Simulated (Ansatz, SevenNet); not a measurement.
For zinc-blende GaN (metastable phase), the machine-learned potential SevenNet-l3i5 (trained on PBE and PBE+U data) gives:

| Item | Value |
|---|---|
| lattice constant a | 4.548 Å |
| bulk modulus | 175 GPa |
| TO(Γ) frequency | 515 cm⁻¹ |
| elastic constant C11 | 241 GPa |
| elastic constant C44 | 133 GPa |
| Voigt–Reuss–Hill shear modulus | 89.3 GPa |

Q: What does r²SCAN in Ansatz (PAW) give for the same quantities?

A: 
- lattice constant a: 4.498 Å (drops by 1.1 %)
- bulk modulus: 196 GPa (rises by 12 %)
- zone-centre TO phonon frequency: 546 cm⁻¹ (goes up by 6.0 %)
- elastic constant C11: 284 GPa (rises by 18 %)
- elastic constant C44: 161 GPa (grows by 21 %)
- Voigt–Reuss–Hill shear modulus: 113 GPa (grows by 27 %)

For comparison: lattice constant a 4.5 Å (measured, 300 K, no zero-point or thermal correction; as tabulated in Vurgaftman et al. (2001), doi:10.1063/1.1368156).

Changes are worked out from the printed values.

Unless a cell is named, each level is at its own relaxed cell (SevenNet-l3i5 11.76, r²SCAN 11.37 Å³/atom).

Ansatz's density-functional and Hartree–Fock values are scalar-relativistic unless marked +SOC, with PAW data made under PBE.

Ansatz is an electronic-structure program.
